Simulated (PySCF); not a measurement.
C₂H₆S, SMILES CCS.

The structure is a stationary point at ωB97X-D3(BJ)/def2-TZVP. The values are those of a single conformer.

All values below come from PySCF with TDA-LC-ωPBE/def2-SVPD.

Vertical excitations. 

```json
[
 {"state": "S1", "energy (eV)": "5.82", "λ (nm)": "213", "f": "0.004", "main pairs": "HOMO→LUMO 55 %, HOMO→LUMO+4 19 %, HOMO→LUMO+6 13 %"},
 {"state": "S2", "energy (eV)": "6.76", "λ (nm)": "183", "f": "0.039", "main pairs": "HOMO→LUMO+1 70 %, HOMO→LUMO 15 %"},
 {"state": "S3", "energy (eV)": "7.81", "λ (nm)": "159", "f": "0.025", "main pairs": "HOMO→LUMO+2 73 %"},
 {"state": "S4", "energy (eV)": "8.08", "λ (nm)": "153", "f": "0.043", "main pairs": "HOMO→LUMO+4 38 %, HOMO→LUMO+3 17 %, HOMO→LUMO+2 17 %, HOMO→LUMO 12 %"},
 {"state": "S5", "energy (eV)": "8.47", "λ (nm)": "146", "f": "0.025", "main pairs": "HOMO→LUMO+3 67 %, HOMO→LUMO 10 %"},
 {"state": "S6", "energy (eV)": "8.76", "λ (nm)": "142", "f": "0.031", "main pairs": "HOMO−1→LUMO 57 %, HOMO→LUMO+8 9 %"},
 {"state": "S7", "energy (eV)": "9.01", "λ (nm)": "138", "f": "0.076", "main pairs": "HOMO→LUMO+7 58 %"},
 {"state": "S8", "energy (eV)": "9.29", "λ (nm)": "133", "f": "0.135", "main pairs": "HOMO−1→LUMO+1 56 %"},
 {"state": "S9", "energy (eV)": "9.36", "λ (nm)": "132", "f": "0.103", "main pairs": "HOMO→LUMO+6 40 %, HOMO→LUMO+4 23 %, HOMO→LUMO+5 7 %, HOMO→LUMO+10 6 %"},
 {"state": "S10", "energy (eV)": "9.56", "λ (nm)": "130", "f": "0.056", "main pairs": "HOMO→LUMO+8 45 %, HOMO−1→LUMO+1 14 %, HOMO−1→LUMO 10 %, HOMO→LUMO+9 9 %"},
 {"state": "T1", "energy (eV)": "5.28", "λ (nm)": "235", "f": "0", "main pairs": "HOMO→LUMO 47 %, HOMO→LUMO+4 20 %, HOMO→LUMO+6 17 %"},
 {"state": "T2", "energy (eV)": "6.15", "λ (nm)": "201", "f": "0", "main pairs": "HOMO→LUMO+1 55 %, HOMO→LUMO+7 13 %, HOMO→LUMO 11 %"},
 {"state": "T3", "energy (eV)": "7.34", "λ (nm)": "169", "f": "0", "main pairs": "HOMO−1→LUMO 35 %, HOMO−1→LUMO+6 17 %, HOMO−1→LUMO+4 16 %, HOMO−1→LUMO+1 8 %"},
 {"state": "T4", "energy (eV)": "7.45", "λ (nm)": "166", "f": "0", "main pairs": "HOMO→LUMO 20 %, HOMO→LUMO+7 18 %, HOMO→LUMO+6 16 %, HOMO→LUMO+4 15 %"}
]
```
Triplets are in the Tamm–Dancoff approximation.
